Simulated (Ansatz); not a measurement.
**LiMg (doublet): wave-function methods side by side, aug-cc-pVTZ**

The task here is to estimate one member of a computed series from the others.

Method: aug-cc-pVTZ, core rule «outside noble gas», up to 6 orbitals frozen; program: Ansatz 0.2.0, Gaussian basis.

The runs, in order: UHF; CCSD(T) on ROHF; CCSD(T) on UHF; BCCD(T) on ROHF; CCSDT on ROHF; CCSDT on UHF; Full CI.

26 further runs of the same task are left out: 7 for a known fault of the program, 7 that didn't finish, 12 set aside as unsound or not needed.

### The system

The geometry is a PBE0/def2-TZVPD stationary point (not a proven minimum) of the parent state, kept for this charge and spin.

2 atoms, charge 0, spin multiplicity 2.

Atoms are counted from 1 here; the program's logs count them from 0.

No contacts short enough for the rule that draws bonds.

Geometry (Å):

```xyz
2
charge 0, multiplicity 2
Li    0.0000    0.0000    0.0000
Mg    0.0000    0.0000    2.9401
```

Set-up of the first run:

File in.yaml:

```yaml
crystal:
  periodic: [false, false, false]
  atoms:
    - {symbol: Li, position_ang: [0.000000, 0.000000, 0.000000]}
    - {symbol: Mg, position_ang: [0.000000, 0.000000, 2.940100]}
basis:
  gaussian: {orbitals: aug-cc-pVTZ}
magnetization: {spin_polarized: true, initial_magnetization: 1}
hamiltonian: {xc: hf}
output: {orbitals: {seedname: orbitals}}
```

The run is started by

```bash
$ ansatz run in.yaml --threads 1 --pin off --events-out ev --progress --plain --max-ram 2393MiB
```

Among the steps run: UHF; CCSD(T) on ROHF; CCSD(T) on UHF; BCCD(T) on ROHF; CCSDT on ROHF; CCSDT on UHF; Full CI.

One table of the session follows, with a row left open; its other results are not shown here.

```
  method  from FCI (meV)
    ROHF         +1259.2
     UHF         +1137.5
    RMP2          +399.0
    UMP2          +421.8
   RCCSD           +53.3
   UCCSD               ?
RCCSD(T)           +15.9
UCCSD(T)           +13.6
 BCCD(T)           +14.2
  RCCSDT             0.0
  UCCSDT            -0.9
     FCI               0
```

**Question.** Estimate the row for UCCSD.

The run gave: from FCI (meV): +42.5. In the column «from FCI (meV)» it lies between RCCSD(T) (+15.9) and RCCSD (+53.3).

Limits of these values: Levels on UHF freeze UHF's core orbitals, full CI those of ROHF, so the U rows can settle a little off it for that reason alone. Restricted and unrestricted rows rest on different reference determinants; where their highest levels disagree by more than a few hundredths of an eV, they describe different states and don't form one ladder.
